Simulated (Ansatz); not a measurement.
Predict the output of the script below (Ansatz 0.2.0, Python API).

Input file `c5h5.xyz`:
```text
10

C    -0.09247    0.49519   -1.07303
C    -0.15343   -0.86835   -0.79226
C    -0.00183   -1.03197    0.58341
C     0.15171    0.23068    1.15260
C     0.09626    1.17456    0.12905
H    -0.17771    0.94909   -2.05729
H    -0.29439   -1.66476   -1.51910
H    -0.00370   -1.97839    1.11893
H     0.29085    0.44235    2.20997
H     0.18471    2.25161    0.24772
```

`disp_c5h5.py`:
```python
# -*- coding: utf-8 -*-
import ansatz as az


def main():
    molecule = az.Crystal.molecule_from_extxyz("c5h5.xyz")

    base = (
        molecule.calculation()
        .basis(gaussian="def2-SVP")
        .charge(-1)
    )
    for name in ["pbe", "r2scan"]:
        for correction in ("d3bj", "d4"):
            summary = base.functional(name, dispersion=correction).run().report
            print(f"{name:8s} {correction:5s} total {summary['free_energy_ev']:.5f} eV, of which dispersion {1000 * summary['dispersion']['energy']['ev']:.2f} meV")


if __name__ == "__main__":
    main()
```

Running `python disp_c5h5.py` prints:
```text
pbe      d3bj  total -5255.17012 eV, of which dispersion -214.82 meV
pbe      d4    total -5255.21129 eV, of which dispersion -255.99 meV
DeckWarning: the engine holds no damping parameters fitted to this dispersion correction and functional, so the run takes those fitted to r2scan beside the three-body term, which d3bj leaves out (hamiltonian.dispersion, under Limitations)
r2scan   d3bj  total -5258.77350 eV, of which dispersion -56.95 meV
r2scan   d4    total -5258.77846 eV, of which dispersion -61.91 meV
```
(Warnings from the package without file and line.)

What to keep in mind:
- Total energies depend on the basis set; only differences at equal settings carry meaning.
- The geometry is a force-field or estimated start, not a minimum of this method, and the basis set is short of its limit. D4 holds the three-body term, and d3bj doesn't.
- Anions want diffuse functions, which this basis lacks.
- A dispersion term here runs with damping parameters fitted for another variant or functional.
- Finished in 18 s on 1 thread of Intel(R) Xeon(R) Platinum 8259CL CPU @ 2.50GHz (Skylake/Cascade Lake) (shared host), peak memory 0.2 GiB.
